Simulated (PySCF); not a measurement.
**Which basis set comes closest?**

Molecule: `C[PH](C)=O`, C2H7OP.

Molfile (atoms numbered from 1):
```
C2H7OP
     RDKit          3D

 11 10  0  0  0  0  0  0  0  0999 V2000
   -1.3996    0.3260    0.2732 C   0  0  0  0  0  0  0  0  0  0  0  0
    0.3449    0.7003   -0.0601 P   0  0  0  0  0  5  0  0  0  0  0  0
    1.1613   -0.9147   -0.2021 C   0  0  0  0  0  0  0  0  0  0  0  0
    0.9807    1.6501    0.9022 O   0  0  0  0  0  0  0  0  0  0  0  0
   -1.8275   -0.3420   -0.4891 H   0  0  0  0  0  0  0  0  0  0  0  0
   -1.9620    1.2704    0.2938 H   0  0  0  0  0  0  0  0  0  0  0  0
   -1.4774   -0.1450    1.2644 H   0  0  0  0  0  0  0  0  0  0  0  0
    0.3034    1.1346   -1.4233 H   0  0  0  0  0  0  0  0  0  0  0  0
    2.2121   -0.7555   -0.4829 H   0  0  0  0  0  0  0  0  0  0  0  0
    1.1363   -1.4119    0.7791 H   0  0  0  0  0  0  0  0  0  0  0  0
    0.6728   -1.5540   -0.9527 H   0  0  0  0  0  0  0  0  0  0  0  0
  1  2  1  0
  2  3  1  0
  2  4  2  0
  1  5  1  0
  1  6  1  0
  1  7  1  0
  2  8  1  0
  3  9  1  0
  3 10  1  0
  3 11  1  0
M  END
```

Geometry PBE0-D3(BJ)/def2-SVP throughout; GIAO in PySCF 2.14, gas phase, one conformer, non-relativistic; equivalent atoms averaged; functional PBE0.

Reference values (measured; solution, CH3OH; S. K. Latypov et al., Phys. Chem. Chem. Phys. 2015 (author manuscript)): δ(P2) = 20.5 ppm vs 85 % H3PO4. Computed shifts are taken against H3PO4, calculated as an isolated molecule at each level.

**Question.** How do the basis sets pcSseg-0, cc-pVDZ, aug-cc-pVDZ, IGLO-III, cc-pVTZ perform against the reference? Times are CPU seconds on 1 thread of an Arm Neoverse V2, shared host.

**Answer.** 
| basis set | functions | P2 | abs. error P | core-s |
| --- | --- | --- | --- | --- |
| pcSseg-0 | 54 | -87.8 | 108.3 | 2.6 |
| cc-pVDZ | 95 | -14.5 | 35.0 | 4.7 |
| aug-cc-pVDZ | 159 | -28.7 | 49.2 | 8.7 |
| IGLO-III | 219 | -8.8 | 29.3 | 13 |
| cc-pVTZ | 222 | -20.6 | 41.1 | 14 |

For ³¹P the closest is IGLO-III (29.3 ppm) and the furthest pcSseg-0 (108.3 ppm). Where a smaller basis beats a larger one, errors probably cancel. One molecule is a small sample, and vibrational and solvent effects are absent from the calculation.

A small basis that lands close on one nucleus may do so by chance; judge by the trend and by all nuclei.
